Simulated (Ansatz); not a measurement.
`FC1=C(F)S1`, charge 0, multiplicity 1.

Problem. Give a relaxed structure at PBE0-D4/def2-TZVP (the Gaussian-basis code of Ansatz). (Best estimate.)

Solution. Ansatz gave: 
```xyz
5

F    -1.400   -0.250   -1.275
C    -0.491    0.058   -0.411
C     0.478   -0.247    0.353
F     1.304   -1.100    0.858
S     0.109    1.540    0.475
```
Point group C2v.
